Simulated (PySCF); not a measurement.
One molecule, one basis, several functionals.

C₅H₂F (charge +1).
SMILES: `C#CC1=C(F)[CH+]1`

PySCF, def2-SVPD basis, density fitting, gas phase, PBE0-D3(BJ)/def2-SVP geometry; singlet excitations by full TDDFT with frozen cores, triplets by Tamm–Dancoff TDDFT and ionisation energies by ΔSCF, from the lowest of the holes tried. One functional is left out:

| functional | exact exchange (%) | HOMO energy (eV) | LUMO energy (eV) | lowest singlet excitation (eV) | lowest triplet excitation (eV) | mean polarisability (au) | vertical ionisation energy (eV) |
| --- | --- | --- | --- | --- | --- | --- | --- |
| LDA | 0 | -12.96 | -9.47 | 3.58 | 3.34 | 52.0 | 16.55 |
| PBE | 0 | -12.78 | -9.22 | 3.63 | 3.32 | 51.8 | 16.28 |
| B3LYP | 20 | -13.76 | -8.45 | 3.80 | 3.50 | 51.1 | 16.37 |
| BHandHLYP | 50 | -15.08 | -7.11 | 3.99 | 3.66 | 49.9 | 16.19 |

Question: Predict the row of PBE0 (25 % exact exchange) by straight lines through the other rows, and check it.

Answer: 
```csv
property,line,computed,computed − line,"B3LYP (20 %), for comparison"
HOMO energy (eV),-13.98,-14.01,-0.03,-13.76
LUMO energy (eV),-8.23,-8.26,-0.03,-8.45
lowest singlet excitation (eV),3.81,3.86,+0.05,3.80
lowest triplet excitation (eV),3.50,3.51,+0.01,3.50
mean polarisability (au),50.9,50.6,-0.3,51.1
vertical ionisation energy (eV),16.31,16.34,+0.03,16.37
```

Question: Which of these properties follows the share of exact exchange most closely, and which least?

Answer: Most closely the HOMO energy, least the vertical ionisation energy; the correlations over the tabulated rows are HOMO energy -0.998, mean polarisability -0.996, LUMO energy 0.995, lowest triplet excitation 0.992, lowest singlet excitation 0.988, vertical ionisation energy -0.681. The HOMO energy moves by -0.442 eV for every 10 %. Functionals with the same share still differ in their other parts: at 0 % LDA and PBE differ by 0.18 eV in it.
